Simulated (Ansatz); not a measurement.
Which is lower?

Two relaxed structures of CH7Si2 (charge +1), singlet (PBE0-D4/def2-TZVP; forces vanish, vibrations not checked).

A:

C1  (-1.298, 0.916, -0.802)
Si2  (0.396, 0.290, -0.563)
Si3  (1.063, -1.133, 1.194)
H4  (-1.268, 2.015, -0.794)
H5  (-2.010, 0.562, -0.058)
H6  (-1.639, 0.639, -1.809)
H7  (1.351, 0.766, -1.593)
H8  (0.195, -2.318, 0.996)
H9  (0.700, -0.351, 2.400)
H10  (2.508, -1.386, 1.028)
(Å)

B:

```xyz
10
angstrom
C 0.2274 -0.6805 -0.4148
Si -1.0529 0.8058 -0.5905
Si 1.0201 -0.5231 1.1653
H -0.2780 2.0619 -0.4882
H -2.0204 0.6791 0.5216
H -1.6529 0.5899 -1.9216
H 0.9153 -0.5624 -1.2567
H -0.3784 -1.5864 -0.5054
H 0.4208 -1.1024 2.3804
H 2.2202 0.3144 1.3373
```

Ansatz 0.2.0; basis: def2-TZVPP; cores frozen in the correlated methods. B3LYP uses VWN-RPA correlation.

Task: Which structure is lower at CCSD(T), and by how much? (To be estimated.)

Result: The calculation gives: A, by 2.52 kcal/mol (electronic energy, against the other). By their contacts, A is CH₇Si₂ ([CH3][SiH][SiH3]), total charge +1 and B is CH₇Si₂ ([SiH2][CH2][SiH3]), total charge +1.

All methods give the same order:

| method | E(B) − E(A) (kcal/mol) |
| --- | --- |
| PBE-D4 | 5.72 |
| r2SCAN-D4 | 3.97 |
| PBE0-D4 | 5.07 |
| B3LYP-D4 | 3.98 |
| wB97M-V | 2.44 |
| HF | 3.23 |
| MP2 | 0.51 |
| CCSD | 2.83 |
| CCSD(T) | 2.52 |

The T1 diagnostic stays at or below 0.014.

Labels in which every atom is bracketed show which atoms are joined, not bond orders.

For scale, one of the runs: CCSD(T)/def2-TZVPP, 213 basis functions, launched by `ansatz run in.yaml --threads 2 --pin off --events-out ev --progress --plain --max-ram 4352MiB`. The run took 47 s on 2 CPU threads of an Arm Neoverse V2 (shared host), with 2.7 GiB of host memory at its peak.
